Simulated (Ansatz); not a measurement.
# H6N2: the cost of one run

Program: Ansatz 0.2.0. Level of theory: the levels named in each step. These are calculated values, not measurements.

## 1. The system as given

Bond lengths: N1–H3 1.018 Å, N1–H4 1.013 Å, N1–H5 1.014 Å, N2–H6 1.013 Å, N2–H7 1.013 Å, N2–H8 1.013 Å. Angles: H3–N1–H4 107.0°, H3–N1–H5 106.8°, H4–N1–H5 107.0°, H6–N2–H7 107.8°, H6–N2–H8 107.9°, H7–N2–H8 107.6°.

Coordinates:

```xyz
8

N     1.0788   -0.9941    0.5927
N    -1.0462    0.9155   -0.5340
H     0.3263   -0.3742    0.2985
H     1.7654   -0.4205    1.0688
H     1.5189   -1.3429   -0.2511
H    -0.8714    1.8659   -0.8375
H    -1.4653    0.4149   -1.3083
H    -1.7273    0.9488    0.2147
```

## 2. A rough first relaxation, PBE-D4/def2-SVP

This run stands in another session on the same molecule. It ended at:

```xyz
8

N     1.0660   -0.9961    0.6632
N    -1.0524    0.9419   -0.5998
H     0.4718   -0.3073    0.1589
H     1.8282   -0.4236    1.0583
H     1.5325   -1.5244   -0.0906
H    -1.0212    1.9548   -0.7816
H    -1.5813    0.5387   -1.3857
H    -1.6644    0.8295    0.2210
```

## 3. Relaxation, B2PLYP/def2-TZVPP

File input.yaml:

```yaml
crystal:
  periodic: [false, false, false]
  atoms:
    - { symbol: "N", position_ang: [1.06601473, -0.99607165, 0.66319437] }
    - { symbol: "N", position_ang: [-1.05239963, 0.94190766, -0.59979489] }
    - { symbol: H, position_ang: [0.47183834, -0.30731397, 0.15892504] }
    - { symbol: H, position_ang: [1.828208, -0.42361376, 1.05833823] }
    - { symbol: H, position_ang: [1.5324688, -1.5244399, -0.09055343] }
    - { symbol: H, position_ang: [-1.02115368, 1.95477256, -0.78162246] }
    - { symbol: H, position_ang: [-1.58129122, 0.5387432, -1.38569306] }
    - { symbol: H, position_ang: [-1.66437536, 0.82945587, 0.2210162] }
basis:
  gaussian: { orbitals: def2-TZVPP }
hamiltonian:
  xc: { name: B2PLYP }
relax:
  f_tol: 0.002
  max_steps: 150
```

On the command line:

```bash
$ ansatz run input.yaml --threads 4 --pin off --max-ram 10240MiB --backend cpu --events-out ev --progress --plain --runs-dir out
```

What time and memory should one allow on 4 threads of Arm Neoverse V2, shared host?

About 68 s, with a peak of 0.49 GiB.
